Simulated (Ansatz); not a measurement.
# BCl (SMILES [B]Cl) at CCSD(T)/STO-3G

Aim: the vertical ionisation energy of BCl at CCSD(T)/STO-3G, from 2 runs. 

The results are computed with Ansatz 0.2.0.

40 further runs of the same task are left out: 1 that didn't finish, 39 set aside as unsound or not needed.

### 1 The molecule

BCl: 2 atoms, total charge 0, spin state singlet. SMILES: `[B]Cl`. Geometry: relaxed at PBE0-D4/def2-TZVP.

Bond lengths: B1–Cl2 1.718 Å.

### 2 A single-point energy at CCSD(T)/STO-3G

input.yaml

```yaml
crystal:
  periodic: [false, false, false]
  atoms:
    - {symbol: B, position_ang: [-0.000000, -0.000000, -0.069660]}
    - {symbol: Cl, position_ang: [0.000000, 0.000000, 1.648190]}
basis:
  gaussian: {orbitals: STO-3G}
correlation: {method: ccsd_t, frozen_orbitals: {B: 1, Cl: 5}}
accuracy: high
scf: {omitted_lower_state_checks: [cluster_reference, increment]}
```

Launch:

```sh
$ ansatz run input.yaml --threads 1 --pin off --max-ram 3480MiB --events-out events.jsonl --progress --plain --runs-dir runs
```

What it wrote (excerpt; [...] marks lines left out):

```text
Warning: RAYON_NUM_THREADS=1 ignored (pool sized by the plan → 1); use --threads N
Functional definition: HF
  name "HF"
[...]
224 factors; integrals over basis functions are off by at most 2.1e-8 eV
[...]
mean field -13030.19805870 eV, -478.8509464717 hartree, gradient 5.6e-9 eV, S^2 0.000000; 0 other end points of the search recorded, 0 dependent functions left out; unrestricted orbitals would lower it
6 core orbitals not correlated: weight in the atoms' cores, before any rotation towards them, 1.000 or more for the frozen orbitals, at most 0.000 for the correlated occupied ones
reference -13030.19805870 eV, -478.8509464717 hartree; 5, 5 occupied and 3, 3 virtual orbitals, 224 factors
second order -1.07317239 eV of doubles, -0.00000000 eV of singles
cycle   1  -1.34540480 eV  change   -2.7e-1 eV  update   8.2e-2
[...]
cycle  19  -1.69125433 eV  change   6.2e-10 eV  update  2.3e-10
perturbative correction -0.06498715 eV, -0.0023882336 hartree
Total energy: -13031.95430017 eV, -478.9154871554 hartree
Checks for a lower state left out: cluster_reference, increment
```

Wall time 0.14 s (1 thread of Intel Xeon Platinum 8488C (Sapphire Rapids), shared host).

### 3 The doublet cation

in.yaml

```yaml
crystal:
  periodic: [false, false, false]
  atoms:
    - symbol: B
      position_ang: [-0.000000, -0.000000, -0.069660]
    - symbol: Cl
      position_ang: [0.000000, 0.000000, 1.648190]
basis:
  gaussian:
    orbitals: STO-3G
total_charge: 1
magnetization:
  spin_polarized: true
  initial_magnetization: 1
correlation:
  method: ccsd_t
  frozen_orbitals: {B: 1, Cl: 5}
accuracy: high
scf:
  omitted_lower_state_checks: [cluster_reference, increment]
```

Launch:

```sh
$ ansatz run in.yaml --threads 1 --pin off --max-ram 3480MiB --events-out events.jsonl --progress --plain --runs-dir runs
```

What it wrote (excerpt; [...] marks lines left out):

```text
Warning: RAYON_NUM_THREADS=1 ignored (pool sized by the plan → 1); use --threads N
[... 2 set-up lines as earlier in the session ...]
[...]
224 factors; integrals over basis functions are off by at most 2.1e-8 eV
[...]
mean field -13022.83999893 eV, -478.5805427625 hartree, gradient 2.7e-8 eV, S^2 0.763089; 3 other end points of the search recorded, 0 dependent functions left out
6 core orbitals not correlated: weight in the atoms' cores, before any rotation towards them, 1.000 or more for the frozen orbitals, at most 0.000 for the correlated occupied ones
reference -13022.83999893 eV, -478.5805427625 hartree; 5, 4 occupied and 3, 4 virtual orbitals, 224 factors
second order -1.17304378 eV of doubles, -0.00000000 eV of singles
cycle   1  -1.22571618 eV  change   -5.3e-2 eV  update   1.0e-1
[...]
cycle  24  -1.47933630 eV  change  -4.6e-11 eV  update  2.7e-10
perturbative correction -0.15314230 eV, -0.0056278758 hartree
Total energy: -13024.47247753 eV, -478.6405352447 hartree
Checks for a lower state left out: cluster_reference, increment
```

Wall time 0.28 s (1 thread of Intel Xeon Platinum 8488C (Sapphire Rapids), shared host).

### 4 Summary of results

At CCSD(T)/STO-3G, 6 core orbitals frozen:

```
                                                   quantity          value
                                  singlet BCl: total energy  -478.91549 Eh
   singlet BCl: correlation energy (6 core orbitals frozen)      -64.5 mEh
                                singlet BCl: (T) correction      -2.39 mEh
                                 singlet BCl: T1 diagnostic          0.015
                               doublet cation: total energy  -478.64054 Eh
doublet cation: correlation energy (6 core orbitals frozen)      -60.0 mEh
                             doublet cation: (T) correction      -5.63 mEh
          doublet cation: ⟨S²⟩ of the reference determinant          0.763
                              doublet cation: T1 diagnostic          0.033
         vertical ionisation energy (to the doublet cation)       7.482 eV
```

In words: The vertical ionisation energy comes to 7.48 eV (722 kJ/mol). In a minimal basis such a difference can be off by several eV, whatever the method. The restricted solution (singlet BCl) is unstable to spin breaking: an unrestricted one lies lower. The triples (singlet BCl) make up 3.7 % of the correlation energy. The triples (doublet cation) make up 9.4 % of the correlation energy.
